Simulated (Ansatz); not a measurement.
## Scan of the H3–C1–C2–H6 dihedral angle

C2H6 (SMILES CC), singlet, at its PBE0-D4/def2-TZVP minimum:

```
8
angstrom
C -0.3268 0.1322 -0.6725
C 0.3268 -0.1322 0.6725
H 0.0705 -0.5296 -1.4459
H -1.4071 -0.0257 -0.6290
H -0.1586 1.1602 -1.0024
H -0.0704 0.5296 1.4459
H 1.4071 0.0256 0.6289
H 0.1585 -1.1601 1.0025
```

The dihedral angle H3–C1–C2–H6 (180.0° at the minimum) is set to the values below, with the rest relaxed at PBE0-D4/def2-TZVP at each step (the four atoms are held in place, so their three bonds and two angles keep the values of the minimum). Each method's energies count from its own value at the PBE0-D4 minimum structure. Computed with Ansatz 0.2.0 (basis: def2-TZVPP); correlated methods freeze the cores. B3LYP uses VWN-RPA correlation.

| dihedral angle (°) | CCSD(T) (eV) | MP2 (eV) | wB97M-V (eV) | PBE-D4 (eV) |
| --- | --- | --- | --- | --- |
| -171.5 | 0.0054 | 0.0056 | 0.0051 | 0.0051 |
| -154.4 | 0.0448 | 0.0458 | 0.0420 | 0.0422 |
| -137.2 | 0.1000 | 0.1021 | 0.0927 | 0.0934 |
| -120.1 | 0.1270 | 0.1296 | 0.1171 | 0.1181 |
| -102.9 | 0.1003 | 0.1024 | 0.0929 | 0.0937 |
| -85.8 | 0.0456 | 0.0466 | 0.0426 | 0.0430 |
| -68.6 | 0.0056 | 0.0057 | 0.0053 | 0.0053 |

Largest difference from the CCSD(T) curve over the scan: r2SCAN-D4 0.0007; PBE0-D4 0.0069; B3LYP-D4 0.0055; HF 0.0109 eV. Each curve counts from its own value at the minimum.

No T1 diagnostic of these runs exceeds 0.008.

For scale, one of the runs: CCSD(T)/def2-TZVPP, 146 basis functions (an equivalent command: `ansatz run in.yaml --threads 2`). Time: 13 s of wall clock on 2 CPU threads; the host was shared. Peak host memory: 0.9 GiB.
